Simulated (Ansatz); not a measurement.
`C=C(N)N`, one more setting.

```yaml
crystal:
  periodic: [false, false, false]
  atoms:
    - {symbol: C, position_ang: [-1.234642, 0.309993, -0.399367]}
    - {symbol: C, position_ang: [0.005245, -0.004326, -0.000714]}
    - {symbol: N, position_ang: [0.747084, -1.066634, -0.506563]}
    - {symbol: N, position_ang: [0.716736, 0.689526, 0.972465]}
    - {symbol: H, position_ang: [-1.795198, -0.350254, -1.046623]}
    - {symbol: H, position_ang: [-1.703989, 1.231346, -0.083262]}
    - {symbol: H, position_ang: [1.197957, -1.613752, 0.213455]}
    - {symbol: H, position_ang: [0.230510, -1.646933, -1.148025]}
    - {symbol: H, position_ang: [1.672245, 0.880157, 0.704658]}
    - {symbol: H, position_ang: [0.247151, 1.519777, 1.296877]}
basis:
  gaussian: {orbitals: aug-cc-pVTZ, fitting: {mean_field: def2-universal-jkfit}, point_charges: [{charge: 0.50, position_ang: [6.445, 0.996, -0.055]}]}
hamiltonian: {xc: {name: HF}, pseudopotentials: {relativity: none}}
correlation: {method: rpa, electrons: all}
scf: {lower_state_search: off}
```

```sh
$ ansatz run in.yaml --threads 2 --pin off --events-out ev --progress --plain --max-ram 4352MiB
```

It prints (some lines left out):

```
Functional definition: HF
412 factors; integrals over basis functions are off by at most 9.2e-1 eV
mean field evaluation 1: about -5116.3726 eV, gradient 4.3e1 eV
mean field evaluation 2: about -5119.9976 eV, gradient 1.9e1 eV
mean field evaluation 4: about -5120.7454 eV, gradient 1.1e0 eV
mean field evaluation 8: about -5120.7500 eV, gradient 1.0e-6 eV
mean field -5120.74998015 eV, -188.1840908014 hartree, gradient 1.0e-6 eV, S^2 0.000000; 0 other end points of the search recorded, 0 dependent functions left out
reference -5120.74998015 eV, -188.1840908014 hartree; 16, 16 occupied and 306, 306 virtual orbitals, 412 factors
Total energy: -5148.52952479 eV, -189.2049702373 hartree
Checks for a lower state left out: stability, starts, cluster_reference, orbital_swaps, neighbouring_geometries, increment
```

It took 1.6 s on 2 threads of an Intel Xeon 6975P-C on a shared host, with 0.42 GiB of host memory at the peak.
